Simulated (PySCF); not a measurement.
# Basis and Hamiltonian dependence of the ionisation energy of B

B [He] 2s2 2p1 (2P) → B⁺ [He] 2s2 (1S). Calculated with PySCF 2.14 from differences of total energies of unrestricted determinants, without spin-orbit coupling. Values in eV.

```csv
basis,Hamiltonian,functions,UHF,LDA,PBE0,MP2 (valence),CCSD(T) (valence),CCSD(T) (valence and next inner shell)
def2-SVP,non-relativistic,14,8.126,8.706,n/a,8.208,8.083,n/a
ANO-RCC-VTZP,spin-free X2C,30,8.034,8.613,8.636,8.247,8.186,8.214
x2c-TZVPall,spin-free X2C,31,8.038,8.636,8.643,8.258,8.205,n/a
def2-TZVPPD,non-relativistic,37,8.042,8.638,8.646,8.262,8.210,8.226
aug-cc-pVTZ,non-relativistic,46,8.037,8.642,8.645,8.266,8.213,n/a
aug-cc-pCVTZ-DK,spin-free X2C,59,8.033,8.637,8.640,8.261,8.211,8.230
"aug-cc-pVTZ with one added diffuse shell each of s, p, d, f type",non-relativistic,62,8.036,8.641,8.644,8.265,8.213,n/a
dyall-av3z,spin-free X2C,71,8.039,8.645,8.644,8.264,8.213,n/a
"x2c-QZVPPall with one added diffuse shell each of s, p, d, f type",spin-free X2C,73,8.040,8.643,8.644,8.289,8.232,8.258
"aug-cc-pCVTZ-DK with one added diffuse shell each of s, p, d, f type",spin-free X2C,75,8.033,8.637,8.640,8.261,8.210,8.230
dyall-acv3z,non-relativistic,76,8.042,8.647,8.647,8.267,8.216,8.234
"aug-cc-pVQZ with one added diffuse shell each of s, p, d, f, g type",non-relativistic,105,8.041,8.644,8.647,8.291,n/a,n/a
aug-cc-pwCVQZ,non-relativistic,109,8.042,8.646,8.647,8.295,n/a,8.273
```

Question: Estimate the row for aug-cc-pCVQZ-DK (spin-free X2C, 109 functions).

Answer: From the rows with the same Hamiltonian and similar size; the calculation gives UHF 8.04; LDA 8.64; PBE0 8.64; MP2 (valence) 8.29 (eV).

Extrapolation of MP2 (valence) from aug-cc-pCVTZ-DK and aug-cc-pCVQZ-DK: the correlation parts are 0.228 and 0.252 eV; with the X⁻³ form and unrounded values, (4³ × 0.252 − 3³ × 0.228)/(4³ − 3³) = 0.270 eV, and adding the Hartree-Fock value 8.039 eV of the larger basis gives 8.309 eV.

Frozen in the all-electron rows: valence: 1s2; valence and next inner shell: nothing.

Reference for a calculation without spin-orbit coupling: 8.297 eV (measured, between term centres; NIST).
